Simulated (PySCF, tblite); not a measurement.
**C4H3F2 radical: geometry, infrared bands and EPR parameters**

Aim: predict the infrared bands and EPR parameters of C4H3F2 radical (`C#C[C](F)CF`).

Computed with tblite 0.8.0 and PySCF 2.14.0, with density-fitted response routines of our own, on a single molecule in the gas phase. Atoms are numbered from 0 throughout.

## 1. The starting structure

9 atoms, charge 0, multiplicity 2; geometry from: force field or distance geometry start.

Bonds of the start (Å): C0–C1 1.22, C1–C2 1.46, C2–F3 1.35, C2–C4 1.51, C4–F5 1.40, C0–H6 1.06, C4–H7 1.08, C4–H8 1.12.

## 2. Optimising the geometry with GFN2-xTB

What the job is given:

```
{"job": {"kind": "relax", "xc": "GFN2-xTB", "basis": "xTB"}, "charge": 0, "multiplicity": 2}
C      2.214700     0.458600    -0.321700
C      1.138600    -0.097700    -0.218700
C     -0.142900    -0.789600    -0.088100
F     -0.196600    -1.975300    -0.732600
C     -1.320900     0.113800    -0.387400
F     -1.317500     1.188000     0.503700
H      3.148400     0.947800    -0.413600
H     -2.266900    -0.409300    -0.327000
H     -1.243400     0.569700    -1.408900
```

Launch:

```
> OMP_NUM_THREADS=1 python probes_run.py task.json out
```

This one command runs all jobs of the session in turn.

**Question.** This job is followed by: GFN2-xTB harmonic vibrations, gas phase; UKS B3LYP, pcH-1 on C F H, non-relativistic, mean-field spin-orbit, GIAO. Predict these results of the whole session: strongest single infrared mode (GFN2-xTB); zero-point energy (GFN2-xTB); g(iso) (B3LYP); ⟨S²⟩; largest a(iso) (averaged by class); potential on the surface of density 0.002 e/bohr³, 1st and 99th percentile.

As calculated:

| quantity | value |
| --- | --- |
| strongest single infrared mode (GFN2-xTB) | 1006 cm⁻¹, 107 km/mol |
| zero-point energy (GFN2-xTB) | 33.7 kcal/mol |
| g(iso) (B3LYP) | 2.00342 |
| ⟨S²⟩ | 0.768 (exact 0.75) |
| largest a(iso) (averaged by class) | 19F on F5, 125.6 MHz |
| potential on the surface of density 0.002 e/bohr³, 1st and 99th percentile | -0.99 V and 1.77 V |

**Reading.** Over 41 steps the energy fell by 0.443 eV; of the close pairs, C1–C2 changed most, 1.462 to 1.363 Å. The lowest mode is slightly imaginary (18i cm⁻¹), a soft motion within the noise of the Hessian, so the minimum is not strictly shown. The strongest single mode, at 1006 cm⁻¹, moves mainly C4 and F5. Unscaled tight-binding wavenumbers are off by several per cent, some by more. Its intensities can rank the bands wrongly. The largest spin populations lie on C2 (0.68 e), C0 (0.52 e). The isotropic g lies 1.1 ppt above the free-electron value. The conformer search found further structures of the same energy, which may be mirror or relabelled copies of this one.
